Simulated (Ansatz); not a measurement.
Basis-set extrapolation for C4H5F, SMILES `C=C/C=C\F` (PBE0-D4/def2-TZVP geometry, frozen core, Ansatz). Multiplicity 1, RHF reference.

```
                      def2-TZVPP   def2-QZVPP
                 HF  -253.876949  -253.888198
    MP2 correlation    -0.886240    -0.951362
CCSD(T) correlation    -0.956939      not run
```

Energies in hartree. Use E(X) = E(∞) + A·exp(−7.88·√X) for Hartree–Fock and E(X) = E(∞) + B·X^(−2.97) for correlation, with X = 3 and 4, and add CCSD(T) minus MP2 of the smaller set to the MP2 limit.

Q: What is the CCSD(T) energy at the basis-set limit?

A: HF limit: -253.888198 + (-0.011249) × 0.13774 = -253.88975. MP2 limit: -0.951362 + (-0.065122) × 0.74074 = -0.99960. Higher-order term: -0.956939 − (-0.886240) = -0.07070. Total: -254.96005 hartree, 3.43 eV below CCSD(T)/def2-TZVPP.
